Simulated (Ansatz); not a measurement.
2H WSe₂ was calculated with r²SCAN-D4 (plane waves, PAW; Ansatz, a quantum-chemistry and plane-wave program).

Numerical settings: plane-wave cutoff 500 eV, 12×12×4 k mesh (along the axes of the cell as run), gaussian smearing 0.02 eV, scalar-relativistic PAW data made under PBE.

Computed at the level's own relaxed cell.

Task: Predict the volume per atom, lattice constant a and lattice parameter c.

Result: 
volume per atom: 20.82 Å³/atom
lattice constant a: 3.303 Å
lattice parameter c: 13.224 Å

Measured, for comparison: lattice constant a 3.282 Å, lattice parameter c 12.96 Å (300 K, not corrected to a static lattice; as tabulated in arXiv:1605.07067). Computed (rounded) less measured: lattice constant a +0.6 %, lattice parameter c +2.0 %.

Spin–orbit coupling is not included.

The result took about 3 core-minutes (a rough figure).
